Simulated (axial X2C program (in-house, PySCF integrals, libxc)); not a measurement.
# N₂: from Re and ωe to a spectrum

A bond curve at the CCSD(T) level, two-component, was computed with an in-house relativistic program for diatomic molecules (basis N dyall-av3z [7s7p3d2f] (cores contracted in-house)) for the state Ω = 0 (closed shell). Its fit gives Re = 1.1034 Å, ωe = 2341.6 cm⁻¹, ωexe = 14.1 cm⁻¹ and αe = 1.705e-02 cm⁻¹; the masses are 14.0031 and 14.0031 u. Two-component means X2C with spin–orbit coupling and atomic mean-field Coulomb and Gaunt terms.

Correlated methods: 10 electrons correlated (number of frozen shells: N 1 s), 198 virtual spin orbitals or spinors in MP2, 90 natural virtuals in coupled cluster.

(1) Find the reduced mass, Be and the force constant.

(2) Estimate De from a Morse curve and compare with the computed well depth of 9.491 eV to N + N.

(3) Estimate the centrifugal constant by the Kratzer relation.

(4) Where do the fundamental and the first overtone lie?

(5) Give B0 and the most populated J at 300 K (kT = 208.5 cm⁻¹).

The state is a single determinant with fixed occupations, the lowest that a limited PBE0 search found. Dissociation energies refer to the lowest single-determinant-based atoms at the same level and basis. Coupled cluster ran in a truncated set of natural virtual spinors; the MP2 energy of the rest was added. (T) has no such correction and the atoms are truncated less, which lowers De at CCSD(T) by a hundredth of an eV or more.

Results:

(1) From the CCSD(T) values: μ = 7.0015 u. Be = 16.8576/(μ Re²) = 1.978 cm⁻¹. k = 5.8918×10⁻⁷ μ ωe² = 22.6 mdyn/Å.

(2) De(Morse) = ωe²/(4ωexe) = 12.053 eV against 9.491 eV computed, a ratio of 1.27. The extrapolation overshoots: the well softens faster than a Morse curve, or the lowest atomic limit lies below the one to which the curve heads.

(3) D = 4Be³/ωe² = 5.64e-06 cm⁻¹.

(4) ν(1←0) = ωe − 2ωexe = 2313.4 cm⁻¹; ν(2←0) = 2ωe − 6ωexe = 4598.6 cm⁻¹.

(5) B0 = Be − αe/2 = 1.969 cm⁻¹; J(max) ≈ √(kT/2B0) − 1/2 = 6.8, so J = 7, nuclear-spin weights apart.
